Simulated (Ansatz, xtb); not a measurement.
**Two isomers of C4H8OS**

We compare a, `C[C@@H](C=O)CS`, a singlet, with b, `C[C@@H](S)CC=O`, a singlet. Both are isolated molecules in the gas phase, relaxed with B3LYP/def2-SVP, each in the lowest conformer that the search found.

Energies in hartree; the thermal terms are from GFN2-xTB frequencies at re-optimised GFN2-xTB minima (ideal gas, soft modes damped towards free rotors, one conformer each, 298.15 K, 1 atm) and include the zero-point energy:

```
                              a           b
E, CCSD(T)/def2-SVP  −629.179631  −629.181273
    E, MP2/def2-SVP  −629.086364  −629.088353
  E, MP2/def2-TZVPP  −629.701239  −629.702230
  zero-point energy     0.109269     0.109593
       H(298 K) − E     0.118185     0.118163
       G(298 K) − E     0.076565     0.077904
```

Question: Correct the CCSD(T) difference for the basis set by the MP2 change, then work out ΔE, ΔE₀, ΔH and ΔG for a → b in kcal/mol (1 Eh = 627.51 kcal/mol) and the equilibrium ratio [b]/[a].

Answer: 1. Differences b − a: CCSD(T) −0.001642, MP2 in the small set −0.001989, MP2 in the large set −0.000991 Eh.
2. ΔE = −0.001642 + (−0.000991 − (−0.001989)) = −0.000644 Eh = −0.40 kcal/mol.
3. ΔE₀ = ΔE + ΔZPE = −0.000644 + (+0.000324) Eh = −0.20 kcal/mol.
4. ΔH = ΔE + (−0.000022) Eh = −0.42 kcal/mol.
5. ΔG = ΔE + (+0.001339) Eh = +0.44 kcal/mol, so ΔS = (ΔH − ΔG)/T = −12.0 J/(mol K).
6. kT = 0.9442 mEh, so K = [b]/[a] = exp(−ΔG/kT) = exp(−0.74) ≈ 0.48.

The two are too close for this level to say which is favoured. An error of 1 kcal/mol in ΔG would change K by a factor of 5.4. Mirror images and further conformers aren't counted.

As drawn, both hold the same kinds of bond in the same numbers.

Other levels gave ΔE = −1.7 (GFN2-xTB); +0.8 (HF/STO-3G, GFN2-xTB geometries); −1.2 (r2SCAN-D4/def2-SVP, GFN2-xTB geometries); −0.8 (B3LYP/def2-SVP); −0.3 (HF/def2-SVP); −1.2 (MP2/def2-SVP); −1.0 (CCSD(T)/def2-SVP) kcal/mol. The correlated steps freeze 10 core orbitals. Programs: Ansatz 0.2.0, xtb 6.7.1.
